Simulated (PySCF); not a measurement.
# Core-level binding energies of `P#CP`

CH2P2.
Cartesian coordinates in Å at the GFN2-xTB level; atoms count from 1:
```xyz
5
CH2P2 angstrom
P      2.4109   -0.0340   -0.0442
C      0.8589   -0.0108    0.1291
P     -0.8357    0.0153    0.5607
H     -1.1986    1.0280   -0.3364
H     -1.2270   -0.9957   -0.3264
```

Theory: delta-SCF UKS SCAN, pcX-2 on the ionised atom, pcseg-1 elsewhere, spin-free X2C (PySCF). Each binding energy is the total energy of the core-ionised species, with the hole localised on one atom, minus that of the ground state; both are solved self-consistently, so orbital relaxation is included.

Q: Give the core binding energies atom by atom.

A: 
```tsv
atom(s)	environment	level	binding energy (eV)	2p1/2 (eV)	above the level's lowest (eV)	count
P3	phosphine phosphorus	P 1s	2150.86	–	+0.96	1
P1	phosphorus bonded to C	P 1s	2149.90	–	0.00	1
C2	triply bonded carbon	C 1s	290.64	–	0.00	1
P3	phosphine phosphorus	P 2p3/2	137.22	138.11	+0.81	1
P1	phosphorus bonded to C	P 2p3/2	136.41	137.30	0.00	1
```

The listed P 1s values span 0.96 eV, from P1 (bonded to C (triple bond)) to P3 (bonded to C and 2 H). Summing the Pauling electronegativity differences to the bonded atoms, each weighted by its formal bond order, gives +1.08 for the lowest site and +0.38 for the highest; the largest sum, +1.08, belongs to P1, 0.96 eV below the top. The smallest sum, +0.38, belongs to P3, 0.96 eV above the lowest.

The listed P 2p3/2 values span 0.81 eV, from P1 (bonded to C (triple bond)) to P3 (bonded to C and 2 H). Summing the Pauling electronegativity differences to the bonded atoms, each weighted by its formal bond order, gives +1.08 for the lowest site and +0.38 for the highest; the largest sum, +1.08, belongs to P1, 0.81 eV below the top. The smallest sum, +0.38, belongs to P3, 0.81 eV above the lowest.

Q: Which photon wavelength matches the P 1s of P1 threshold?

A: λ = hc/E = 12398.42 eV Å / 2149.90 eV = 5.767 Å.

Q: Which photon energy gives electrons from P 1s of P1 a kinetic energy of 100 eV, and what is their de Broglie wavelength?

A: hν = 2149.90 + 100 = 2249.90 eV, recoil neglected; λ = 12.264 Å/√(E/eV) = 1.23 Å.

Spin contamination (⟨S²⟩ against 0.75 for a pure doublet) is marked for C 1s of C2 (0.97), which makes this value less certain. The 2p values aren't plain energy differences: one relaxed spin-free 2p hole is combined with a matrix within the shell (ground-state 2p orbital-energy differences and spin–orbit coupling). 2p3/2, the mean of its two sublevels, lies a third of the splitting below the shell's mean and 2p1/2 two thirds above it; the statistical areas are 2:1. 2p1/2 minus 2p3/2 (ligand field included): P 0.89 eV. Geometry: GFN2-xTB; no solvent, vibrations or thermal averaging.
